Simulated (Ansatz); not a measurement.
# One elementary step

Start structure (SiH$_{4}$F, doublet), relaxed at PBE0-D4/def2-TZVP:

```xyz
6
angstrom
H -0.6358 0.2821 0.2701
Si 0.6882 -0.2777 -0.0898
F 0.7267 -0.5000 -1.6737
H -3.4462 1.4169 0.6489
H 1.7703 0.6667 0.2746
H 0.8967 -1.5881 0.5697
```

The step: SiH₃F ([F][SiH3]) + H → SiH₂F ([F][SiH2]) + H₂; bonds formed: H1–H4; bonds broken: H1–Si2. Ansatz 0.2.0; basis: def2-TZVPP and def2-QZVPP; cores frozen in the correlated methods; orbitals are unrestricted. Extrapolation: Hartree–Fock as exp(−7.88 √X), correlation as X^−2.97. Energies below are by CCSD(T) at an estimated basis limit (MP2 extrapolated from triple and quadruple zeta, plus CCSD(T) − MP2 in triple zeta).

Task: What are the electronic barrier and the energy of the step, from the start structure to the end structure? (To be estimated.)

Result: By the calculation: Barrier 0.253 eV; step energy -0.462 eV (downhill); reverse barrier, their difference, 0.715 eV. Barrier and step energy count from the start structure, the reverse barrier from the end structure.

The saddle point: One imaginary mode of 795i cm⁻¹.
```
  pair  start (Å)  saddle (Å)  end (Å)
 H1–H4       3.05        1.25     0.75
H1–Si2       1.48        1.57     3.01
```

Zero-point energy (harmonic, PBE0-D4): ZPE is 0.748 eV at the start and 0.713 eV at the saddle, so the barrier goes from 0.253 to 0.219 eV.

T1 diagnostic: at most 0.014. ⟨S²⟩ of the unrestricted Hartree–Fock references: 0.75 to 0.76 (a pure state has 0.75).

Radical steps of this kind take place in plasma deposition and etching.

Labels in which every atom is bracketed show which atoms are joined, not bond orders.

For scale, one of the runs: CCSD(T)/def2-TZVPP, 129 basis functions, launched by `ansatz run in.yaml --threads 2 --pin off --events-out ev --progress --plain --max-ram 4352MiB`. Time: 18 s of wall clock on 2 CPU threads of an Intel Xeon Platinum 8488C; the host was shared. Peak host memory: 1.3 GiB.
